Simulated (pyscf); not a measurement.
# Hydrogen abstraction: H₃Si–SiH₃ + CH₃• → •H₂Si–SiH₃ + CH₄

Gas phase, doublet surface, charge 0. Bonds broken: Si1–H3. Bonds formed: H3–C9. PySCF, gas phase, ωB97X-D3(BJ)/def2-SVP geometries.

Transition state (Å):

```xyz
12

Si    -1.2758    -0.5534    -0.3472
Si     0.1863     0.7300    -1.6357
H     -1.3211     0.0235     1.1408
H     -2.6532    -0.5115    -0.9273
H     -0.8198    -1.9767    -0.3050
H     -0.2651     2.1538    -1.6433
H      1.5594     0.6711    -1.0509
H      0.2481     0.2429    -3.0463
C     -1.3924     0.5942     2.6752
H     -2.2163     0.0029     3.0874
H     -1.5977     1.6543     2.4945
H     -0.3888     0.3481     3.0372
```

One imaginary mode, 855i cm⁻¹; descent along it reached the two sides named.

```
bond    change  reactant side (Å)  saddle  product side
------  ------  -----------------  ------  ------------
Si1–H3  breaks              1.491   1.597           3.2
H3–C9    forms                3.1   1.639         1.100
```

Electronic energies relative to the separated reactants (kcal/mol):

```json
[
 {"level": "ωB97X-D3(BJ)/def2-TZVP", "barrier": "5.8", "reaction energy": "-19.0", "reverse barrier": "24.8"},
 {"level": "PBE/def2-TZVP", "barrier": "0.8", "reaction energy": "-22.1", "reverse barrier": "22.9"},
 {"level": "r²SCAN/def2-TZVP", "barrier": "4.2", "reaction energy": "-18.9", "reverse barrier": "23.1"},
 {"level": "B3LYP-D3(BJ)/def2-TZVP", "barrier": "4.0", "reaction energy": "-19.0", "reverse barrier": "23.0"},
 {"level": "PBE0-D3(BJ)/def2-TZVP", "barrier": "3.1", "reaction energy": "-20.5", "reverse barrier": "23.6"},
 {"level": "M06-2X/def2-TZVP", "barrier": "6.7", "reaction energy": "-21.2", "reverse barrier": "27.9"},
 {"level": "ωB97M-D3(BJ)/def2-TZVP", "barrier": "6.7", "reaction energy": "-18.8", "reverse barrier": "25.5"},
 {"level": "HF/def2-TZVP", "barrier": "18.7", "reaction energy": "-11.8", "reverse barrier": "30.5"}
]
```

With ωB97M-D3(BJ)/def2-TZVP energies and thermal terms (ideal gas, 1 atm, RRHO with modes under 100 cm⁻¹ raised to 100, one conformer, R ln 2 for chiral ones without a mode under 150 cm⁻¹), in kcal/mol:

```csv
T (K),ΔH‡,ΔG‡,ΔH,ΔG
298,6.4,14.2,-15.4,-16.0
600,6.8,22.0,-16.1,-16.4
900,7.5,29.4,-16.6,-16.4
1200,8.2,36.6,-17.0,-16.3
```

This is the saddle that the search found; another between the same sides may lie lower. The angle at the transferred H is 179°.
